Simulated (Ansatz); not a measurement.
# P₂+ (doublet): wave-function methods side by side, def2-TZVPP

An exercise on one series of results from a longer session: the logs are not shown, and one member is left open.

Method: def2-TZVPP, core rule «outside noble gas», up to 10 orbitals frozen; program: Ansatz 0.2.0, Gaussian basis.

To be run: UHF; ROHF; CCSD(T) on UHF.

### The system

The geometry is a PBE0/def2-TZVP stationary point (not a proven minimum).

2 atoms, charge 1, spin multiplicity 2.

Atoms are counted from 1 here; the program's logs count them from 0.

Bond lengths: P1–P2 1.966 Å.

Coordinates:

```xyz
2

P     0.0000    0.0000    0.0000
P     0.0000    0.0000    1.9656
```

The first run:

File in.yaml:

```yaml
crystal:
  periodic: [false, false, false]
  atoms:
    - {symbol: P, position_ang: [0.000000, 0.000000, 0.000000]}
    - {symbol: P, position_ang: [0.000000, 0.000000, 1.965600]}
basis:
  gaussian: {orbitals: def2-TZVPP}
total_charge: 1
magnetization: {spin_polarized: true, initial_magnetization: 1}
hamiltonian: {xc: hf}
output: {orbitals: {seedname: orbitals}}
```

On the command line:

```bash
$ ansatz run in.yaml --threads 1 --pin off --events-out ev --progress --plain --max-ram 3968MiB --backend cpu
```

Among the steps run: UHF; ROHF; CCSD(T) on UHF.

One of the session's tables, all rows but one given; the rest of the session is left out.

```
  method  from UCCSD(T) (kJ/mol)
    ROHF                  +724.0
     UHF                  +703.4
    UMP2                       ?
   UCCSD                   +43.8
UCCSD(T)                       0
```

Estimate the missing values for UMP2.

The run gave: from UCCSD(T) (kJ/mol): +166.0. In the column «from UCCSD(T) (kJ/mol)» it lies between UCCSD (+43.8) and UHF (+703.4).
